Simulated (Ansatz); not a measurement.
Geometry optimisation, Ansatz 0.2.0, RKS r2SCAN-D4/def2-SVP.

Input:

```yaml
crystal:
  periodic: [false, false, false]
  atoms:
    - { symbol: B, position_ang: [0.079744, -0.247521, 0.102545] }
    - { symbol: H, position_ang: [0.058512, -0.623981, 1.235618] }
    - { symbol: O, position_ang: [1.301659, -0.066334, -0.522762] }
    - { symbol: H, position_ang: [2.027647, -0.280897, 0.069294] }
    - { symbol: "N", position_ang: [-1.092242, 0.019524, -0.616725] }
    - { symbol: H, position_ang: [-2.015669, -0.089946, -0.221062] }
    - { symbol: H, position_ang: [-1.087152, 0.337256, -1.580107] }
basis:
  gaussian: { orbitals: def2-SVP }
hamiltonian:
  xc: r2scan
  dispersion: d4
relax:
  f_tol: 0.03
  max_steps: 50
```

Command:

```bash
$ ansatz run input.yaml --threads 1 --pin off --max-ram 2048MiB --backend cpu --events-out ev --progress --plain --runs-dir out
```

Task: Where does it end, and by what steps?

Result: It converged. After 5 steps the energy has fallen by 0.014 eV; H2 moved furthest, 0.04 Å.

| step | energy less start (eV) | largest force component (eV/Å) | accepted |
| --- | --- | --- | --- |
| 0 | 0.0000 | 0.659 | yes |
| 1 | -0.0117 | 0.344 | yes |
| 2 | -0.0141 | 0.061 | yes |
| 3 | -0.0142 | 0.074 | yes |
| 4 | -0.0142 | 0.068 | yes |
| 5 | -0.0144 | 0.001 | yes |

```xyz
7
Properties=species:S:1:pos:R:3
B 0.091 -0.247 0.101
H 0.019 -0.628 1.252
O 1.297 -0.066 -0.527
H 2.040 -0.274 0.047
N -1.087 0.018 -0.614
H -2.009 -0.093 -0.218
H -1.078 0.337 -1.576
```

Whether the end is a true minimum wasn't checked by a vibrational analysis.

The run took 25 s on 1 thread of Arm Neoverse N1, with other jobs on the host, peak memory 0.13 GiB.
